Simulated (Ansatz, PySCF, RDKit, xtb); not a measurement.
# Solving HSO, step by step

Task: start from the formula HSO (odd number of electrons), draw up candidate structures, narrow them down in stages, and characterise the one that lies lowest at 298.15 K.

The funnel: GFN2-xTB relaxations, single points with a density functional, relaxations at r2SCAN-D4/def2-TZVP, harmonic vibrations, and a last energy at a higher level. All values are calculated.

3 further runs of the same task are left out: 3 set aside as unsound or not needed.

**1. Candidates**

A program enumerates the bonding patterns with one Lewis structure each (two rings at most, one unusual centre or charged pair), with their diastereomers. O–O, O–halogen and N–halogen bonds and N–N–N chains are not drawn. That gives 2 candidates.

```
label  SMILES     spin
 c720    O[S]  doublet
 c738    [O]S  doublet
```

Candidates are built by distance geometry, with a force field where one applies, in up to four conformers (letters a to d). 2 starts with atoms placed at random are added, to find patterns that the rules miss.

**Question.** With final energies at CCSD(T)/def2-TZVPP, which structure will this search put lowest in free energy, and by what margin?

| quantity | value |
| --- | --- |
| lowest structure found | [O]S, doublet, Cs |
| next finalist | O[S], doublet, 2.3 kcal/mol higher in G |
| share at equilibrium, among the finalists | 97.8 % |
| harmonic wavenumbers, lowest and highest (r2SCAN-D4/def2-TZVP) | 1027 and 2384 cm⁻¹ |
| rotational constants, same geometry | 9.886, 0.6771, 0.6337 cm⁻¹ |
| dipole moment (PBE0/def2-TZVPD) | 2.26 D |
| HOMO energy (highest over α and β) (PBE0/def2-TZVPD) | -7.50 eV |
| LUMO energy (lowest over α and β) (PBE0/def2-TZVPD) | -3.37 eV |
| lowest excitation (TD-CAM-B3LYP/def2-SVPD) | 2.14 eV (f = 0.000) |
| strongest of the states computed, same level | 5.34 eV (f = 0.051) |
| vertical ionisation energy (to the singlet cation) | 10.38 eV |
| vertical electron affinity | 1.05 eV |
| vertical quartet less doublet | +5.19 eV |

The lowest structure found is `[O]S`. The margin, 2.3 kcal/mol, is modest. r2SCAN-D4/def2-TZVP already puts its bonding pattern lowest among the structures in one piece; GFN2-xTB, HF/STO-3G, r2SCAN-D4/def2-SVP, HF/def2-TZVPP and MP2/def2-TZVPP favour the doublet O[S]. The stability test raises a flag; for an open shell a flag towards a general spinor solution can be the free rotation of the spin. Lowest found is not proven lowest: the search is finite, and each finalist counts with one conformer.
